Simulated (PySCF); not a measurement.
1-chloro-1-fluoroethane, C2H4ClF.
Cartesian coordinates in Å at the PBE0-D3(BJ)/def2-TZVP level; atoms count from 1:
```
atom  x, y, z in Å
C1    -0.6252    0.2798   -0.4230
C2     0.4960   -0.3671    0.3323
F3     1.4449   -0.8192   -0.5348
Cl4    1.2619    0.7859    1.4575
H5    -0.2480    1.1290   -0.9938
H6    -1.0600   -0.4493   -1.1102
H7    -1.3938    0.6271    0.2667
H8     0.1759   -1.2101    0.9453
```

The closed-shell ground state was solved at several levels (PySCF, density fitting, gas phase, non-relativistic). Geometry: PBE0-D3(BJ)/def2-TZVP; no solvent, vibrations or thermal averaging.

```csv
level,basis functions,HOMO (eV),LUMO (eV),gap (eV),dipole (D)
PBE0/pcSseg-2,207,-8.77,0.45,9.22,2.27
B97-2/pcSseg-2,207,-8.50,0.44,8.94,2.27
wB97X-D/pcSseg-2,207,-10.68,2.20,12.88,2.31
```

Problem. What might KT3/pcSseg-2 (207 basis functions) give for the same quantities?

Solution. HOMO -7.46 eV, LUMO -0.58 eV, gap 6.88 eV, dipole 2.18 D.

Problem. Over all these levels, which gives the widest orbital gap and which the narrowest?

Solution. wB97X-D/pcSseg-2 (range-separated hybrid) has the widest, 12.88 eV, and KT3/pcSseg-2 (GGA) the narrowest, 6.88 eV. From the narrowest to the widest the HOMO moves by -3.22 eV and the LUMO by +2.78 eV.

Problem. In the pcSseg-2 basis, how does the gap go with the fixed share of exact exchange?

Solution. KT3 (0 %) 6.88 eV; B97-2 (21 %) 8.94 eV; PBE0 (25 %) 9.22 eV. Each rise in the share widens the gap here.

Problem. How far do the dipole and the HOMO energy spread over the levels?

Solution. The dipole runs from 2.18 to 2.31 D (mean 2.26 D) and the HOMO from -10.68 to -7.46 eV.
